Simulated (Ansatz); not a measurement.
Ansatz (a quantum-chemistry and plane-wave program) input (B3LYP/6-31G*):

Ansatz 0.2 input:
```yaml
crystal:
  periodic: [false, false, false]
  atoms:
    - {symbol: O, position_ang: [1.18305207, 0.34569777, 0.00221414]}
    - {symbol: C, position_ang: [-0.01560079, 0.64877161, -0.00691488]}
    - {symbol: C, position_ang: [-0.95954357, -0.64362375, 0.00203245]}
    - {symbol: H, position_ang: [-0.38234312, -1.58832861, 0.01484689]}
    - {symbol: H, position_ang: [-1.61996547, -0.59478565, 0.87932223]}
    - {symbol: H, position_ang: [-1.61124183, -0.61335505, -0.88258769]}
basis:
  gaussian:
    orbitals: 6-31G*
hamiltonian:
  xc: {name: B3LYP}
total_charge: -1
relax: {f_tol: 0.003, max_steps: 120}
```

Output:

```
WARN ansatz: RAYON_NUM_THREADS=1 ignored (pool sized by the plan → 1); use --threads N
Functional definition: B3LYP
integrals: 0.01 GiB planned
566 factors; integrals over basis functions are off by at most 4.3e-4 eV
mean field: 0.12 GiB planned
mean field evaluation 1: about -4166.4840 eV, gradient 2.0e1 eV
mean field evaluation 2: about -4166.3906 eV, gradient 2.1e1 eV
mean field evaluation 4: about -4167.4385 eV, gradient 1.3e0 eV
mean field evaluation 8: about -4167.4382 eV, gradient 1.4e-2 eV
mean field -4167.43817753 eV, -153.1505282331 hartree, gradient 8.8e-6 eV, S^2 0.000000; 0 other end points of the search recorded, 0 dependent functions left out
the calculation of the forces begins
reference -4167.43834789 eV, -153.1505344938 hartree; 12, 12 occupied and 39, 39 virtual orbitals, 566 factors
relax step   1: F+E_penalty+E_count = -4167.43817753 eV  Δ(F+E_penalty+E_count) = +0.000e0 eV  max|allowed force component| = 1.231e0 eV/Å  Δτ_max = 0.0000 Å  (25 SCF iters, accepted)
these checks for a lower state are left out or cut short: starts, cluster_reference, orbital_swaps, neighbouring_geometries, increment
integrals: 0.01 GiB planned
566 factors; integrals over basis functions are off by at most 4.4e-4 eV
mean field: 0.12 GiB planned
mean field evaluation 16: about -4167.4555 eV, gradient 2.2e0 eV
mean field -4167.46955905 eV, -153.1516814827 hartree, gradient 4.7e-5 eV, S^2 0.000000; 0 other end points of the search recorded, 0 dependent functions left out
the calculation of the forces begins
reference -4167.46973129 eV, -153.1516878125 hartree; 12, 12 occupied and 39, 39 virtual orbitals, 566 factors
relax step   2: F+E_penalty+E_count = -4167.46955905 eV  Δ(F+E_penalty+E_count) = -3.138e-2 eV  max|allowed force component| = 3.064e-1 eV/Å  Δτ_max = 0.0322 Å  (25 SCF iters, accepted)
these checks for a lower state are left out or cut short: starts, cluster_reference, orbital_swaps, neighbouring_geometries, increment
integrals: 0.01 GiB planned
566 factors; integrals over basis functions are off by at most 4.4e-4 eV
mean field: 0.12 GiB planned
mean field -4167.47614197 eV, -153.1519234004 hartree, gradient 4.4e-5 eV, S^2 0.000000; 0 other end points of the search recorded, 0 dependent functions left out
the calculation of the forces begins
reference -4167.47631496 eV, -153.1519297580 hartree; 12, 12 occupied and 39, 39 virtual orbitals, 566 factors
relax step   3: F+E_penalty+E_count = -4167.47614197 eV  Δ(F+E_penalty+E_count) = -6.583e-3 eV  max|allowed force component| = 2.981e-1 eV/Å  Δτ_max = 0.0236 Å  (27 SCF iters, accepted)
these checks for a lower state are left out or cut short: starts, cluster_reference, orbital_swaps, neighbouring_geometries, increment
integrals: 0.01 GiB planned
566 factors; integrals over basis functions are off by at most 4.4e-4 eV
mean field: 0.12 GiB planned
mean field evaluation 32: about -4167.4780 eV, gradient 4.3e-5 eV
mean field -4167.47799935 eV, -153.1519916581 hartree, gradient 4.3e-5 eV, S^2 0.000000; 0 other end points of the search recorded, 0 dependent functions left out
the calculation of the forces begins
reference -4167.47817252 eV, -153.1519980219 hartree; 12, 12 occupied and 39, 39 virtual orbitals, 566 factors
relax step   4: F+E_penalty+E_count = -4167.47799935 eV  Δ(F+E_penalty+E_count) = -1.857e-3 eV  max|allowed force component| = 1.849e-1 eV/Å  Δτ_max = 0.0084 Å  (26 SCF iters, accepted)
these checks for a lower state are left out or cut short: starts, cluster_reference, orbital_swaps, neighbouring_geometries, increment
integrals: 0.01 GiB planned
566 factors; integrals over basis functions are off by at most 4.4e-4 eV
mean field: 0.12 GiB planned
mean field -4167.47879666 eV, -153.1520209588 hartree, gradient 4.3e-5 eV, S^2 0.000000; 0 other end points of the search recorded, 0 dependent functions left out
the calculation of the forces begins
reference -4167.47896989 eV, -153.1520273247 hartree; 12, 12 occupied and 39, 39 virtual orbitals, 566 factors
relax step   5: F+E_penalty+E_count = -4167.47879666 eV  Δ(F+E_penalty+E_count) = -7.973e-4 eV  max|allowed force component| = 9.159e-3 eV/Å  Δτ_max = 0.0083 Å  (26 SCF iters, accepted)
these checks for a lower state are left out or cut short: starts, cluster_reference, orbital_swaps, neighbouring_geometries, increment
integrals: 0.01 GiB planned
566 factors; integrals over basis functions are off by at most 4.4e-4 eV
mean field: 0.12 GiB planned
mean field -4167.47880158 eV, -153.1520211396 hartree, gradient 2.8e-5 eV, S^2 0.000000; 0 other end points of the search recorded, 0 dependent functions left out
the calculation of the forces begins
reference -4167.47897483 eV, -153.1520275062 hartree; 12, 12 occupied and 39, 39 virtual orbitals, 566 factors
relax step   6: F+E_penalty+E_count = -4167.47880158 eV  Δ(F+E_penalty+E_count) = -4.921e-6 eV  max|allowed force component| = 1.810e-3 eV/Å  Δτ_max = 0.0009 Å  (20 SCF iters, accepted)
integrals: 0.01 GiB planned
566 factors; integrals over basis functions are off by at most 4.4e-4 eV
mean field: 0.12 GiB planned
mean field -4167.47880158 eV, -153.1520211396 hartree, gradient 2.8e-5 eV, S^2 0.000000; 1 other end points of the search recorded, 0 dependent functions left out
the calculation of the forces begins
reference -4167.47897483 eV, -153.1520275062 hartree; 12, 12 occupied and 39, 39 virtual orbitals, 566 factors
Total energy: -4167.47897483 eV, -153.1520275062 hartree
Atom 0 at     1.211716     0.353658     0.002272 Å, force     0.000509     0.000447    -0.000002 eV/Å
Atom 1 at     0.013533     0.704294    -0.007356 Å, force     0.000148    -0.000505     0.000006 eV/Å
Atom 2 at    -0.962086    -0.645920     0.002044 Å, force    -0.001810     0.000693    -0.000016 eV/Å
Atom 3 at    -0.405014    -1.606885     0.014930 Å, force     0.000405    -0.000462     0.000007 eV/Å
Atom 4 at    -1.636258    -0.616099     0.879674 Å, force     0.000374    -0.000086     0.000046 eV/Å
Atom 5 at    -1.627533    -0.634672    -0.882652 Å, force     0.000374    -0.000087    -0.000040 eV/Å
Dipole moment:    -0.233554    -0.390588     0.002960 e Å
```

The dipole moment of an ion depends on the origin.
